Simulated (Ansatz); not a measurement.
Input file for `CCCCC(C)(C)C`:

```yaml
crystal:
  periodic: [false, false, false]
  atoms:
    - {symbol: C, position_ang: [2.102157, 1.946203, -1.928008]}
    - {symbol: C, position_ang: [0.870043, 1.692084, -1.078102]}
    - {symbol: C, position_ang: [0.275248, 0.308723, -1.302309]}
    - {symbol: C, position_ang: [-0.956247, 0.004151, -0.446538]}
    - {symbol: C, position_ang: [-0.729871, -0.802221, 0.843243]}
    - {symbol: C, position_ang: [0.322833, -0.151595, 1.735719]}
    - {symbol: C, position_ang: [-2.053996, -0.860422, 1.600477]}
    - {symbol: C, position_ang: [-0.295459, -2.226687, 0.506274]}
    - {symbol: H, position_ang: [2.896421, 1.231489, -1.693431]}
    - {symbol: H, position_ang: [2.502384, 2.950228, -1.769246]}
    - {symbol: H, position_ang: [1.874172, 1.843551, -2.993001]}
    - {symbol: H, position_ang: [0.105388, 2.444903, -1.302543]}
    - {symbol: H, position_ang: [1.119319, 1.824036, -0.020881]}
    - {symbol: H, position_ang: [1.050983, -0.447299, -1.135235]}
    - {symbol: H, position_ang: [0.011883, 0.221445, -2.362035]}
    - {symbol: H, position_ang: [-1.442739, 0.950904, -0.180515]}
    - {symbol: H, position_ang: [-1.690197, -0.548072, -1.043720]}
    - {symbol: H, position_ang: [1.301666, -0.122438, 1.250747]}
    - {symbol: H, position_ang: [0.434352, -0.714939, 2.666539]}
    - {symbol: H, position_ang: [0.042814, 0.872715, 1.997044]}
    - {symbol: H, position_ang: [-2.837383, -1.315074, 0.987191]}
    - {symbol: H, position_ang: [-1.958078, -1.452941, 2.514748]}
    - {symbol: H, position_ang: [-2.388737, 0.141699, 1.883203]}
    - {symbol: H, position_ang: [0.651993, -2.246384, -0.037673]}
    - {symbol: H, position_ang: [-1.046608, -2.728762, -0.110224]}
    - {symbol: H, position_ang: [-0.162333, -2.815287, 1.418277]}
basis:
  gaussian: {orbitals: def2-TZVPP}
correlation: {method: ccsd_t}
```

```sh
$ ansatz run in.yaml --threads 4 --pin off --events-out ev --progress --plain --max-ram 66560MiB --backend cuda --devices 0, --max-vram 37GiB
```

The program prints (abridged):

```
Functional definition: HF
2875 factors; integrals over basis functions are off by at most 1.0e-3 eV
mean field evaluation 1: about -8523.9911 eV, gradient 5.2e1 eV
mean field evaluation 2: about -8524.3429 eV, gradient 5.2e1 eV
mean field evaluation 4: about -8531.8700 eV, gradient 5.9e0 eV
mean field evaluation 8: about -8531.9878 eV, gradient 2.7e-1 eV
mean field -8531.98810102 eV, -313.5447795233 hartree, gradient 1.6e-6 eV, S^2 0.000000; 0 other end points of the search recorded, 0 dependent functions left out
8 core orbitals not correlated: weight in the atoms' cores, before any rotation towards them, 1.000 or more for the frozen orbitals, at most 0.000 for the correlated occupied ones
reference -8531.98810102 eV, -313.5447795233 hartree; 25, 25 occupied and 467, 467 virtual orbitals, 2875 factors
second order -38.78091630 eV of doubles, -0.00000000 eV of singles
cycle   1  -40.14545007 eV  change    -1.4e0 eV  update   1.2e-1
cycle   2  -41.07127296 eV  change   -9.3e-1 eV  update   3.2e-2
cycle   3  -41.20188141 eV  change   -1.3e-1 eV  update   1.2e-2
cycle   4  -41.19880230 eV  change    3.1e-3 eV  update   2.6e-3
cycle   5  -41.19964183 eV  change   -8.4e-4 eV  update   8.2e-4
cycle   6  -41.19995511 eV  change   -3.1e-4 eV  update   2.0e-4
cycle   7  -41.19992890 eV  change    2.6e-5 eV  update   5.8e-5
perturbative correction -1.63634947 eV, -0.0601347338 hartree
Total energy: -8574.82437939 eV, -315.1189837180 hartree
```

Hardware: 4 threads of an AMD EPYC 7R13 on a shared host and a share of an NVIDIA H100 80 GB. Wall time 41 s, peak host memory 2.6 GiB.

MP2 recovers 90.5 % of the CCSD(T) correlation energy and the triples give 3.8 %; T1 = 0.0086.
